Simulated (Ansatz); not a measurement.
A nudged elastic band was laid between two geometries of AlH6NSi (9 atoms, charge 0, multiplicity 1).

Level of theory: Ansatz 0.2.0, RKS PBE0-D4/def2-SVP.

```
movable images  : 5
climbing image  : yes
spring          : 5.0 eV/Å²
optimiser       : quadratic models (default)
start path      : through a guess of the saddle point
force threshold : 0.03 eV/Å
iteration limit : 60
end points      : relaxed
```

Image 0:

```xyz
9
Properties=species:S:1:pos:R:3
N -1.189 0.966 -1.254
Al 0.090 0.958 -0.025
Si 0.804 -1.203 0.886
H -1.659 0.143 -1.617
H -1.562 1.798 -1.700
H 0.692 2.365 0.404
H 2.250 -1.475 0.593
H 0.014 -2.345 0.319
H 0.649 -1.253 2.378
```

Image 6:

```xyz
9
Properties=species:S:1:pos:R:3
N -1.205 0.969 -1.238
Al 0.108 0.954 -0.045
Si 0.806 -1.204 0.884
H -1.577 1.801 -1.686
H -1.697 0.149 -1.576
H 0.749 2.356 0.346
H 2.267 -1.453 0.659
H 0.059 -2.353 0.273
H 0.579 -1.266 2.366
```

Problem. What changes between the two ends?

Solution. No bond is made or broken. The dihedral H5–N1–Al2–Si3 goes from -180 to 0°. The two ends are copies of one structure, up to a mirror image or an exchange of like atoms.

Problem. What energy profile does the band end with?

Solution. The run converged. The highest image is number 3 of 0 to 6, 0.51 eV above the ends, which have the same energy within 2 meV. A vibrational analysis at the climbing image gives one clearly imaginary mode, 495i cm⁻¹, and a faint second one (27i cm⁻¹) that may be numerical noise or a soft torsion: probably a first-order saddle point.

| image | path coordinate (Å) | energy (eV) | dihedral H5–N1–Al2–Si3 (°) |
| --- | --- | --- | --- |
| 0 | 0.00 | 0.00 | -180 |
| 1 | 0.62 | 0.08 | -152 |
| 2 | 1.25 | 0.34 | -115 |
| 3 | 1.87 | 0.51 | -76 |
| 4 | 2.50 | 0.34 | -52 |
| 5 | 3.13 | 0.08 | -25 |
| 6 | 3.76 | 0.00 | 0 |

Problem. What is the geometry of the highest image?

Solution. 
```xyz
9
Properties=species:S:1:pos:R:3:forces:R:3
N -1.237 1.097 -1.286 0.00 0.00 0.00
Al 0.047 0.951 -0.037 0.00 0.00 0.00
Si 0.822 -1.204 0.869 0.00 0.00 0.00
H -2.226 0.986 -1.087 0.00 0.00 0.00
H -1.088 0.899 -2.271 0.00 0.00 0.00
H 0.731 2.277 0.526 0.00 0.00 0.00
H 2.292 -1.395 0.629 0.00 0.00 0.00
H 0.119 -2.391 0.281 0.00 0.00 0.00
H 0.628 -1.266 2.358 0.00 0.00 0.00
```

Run time: 2.3 min on 1 thread of Arm Neoverse V2 (shared host), peak memory 0.15 GiB.
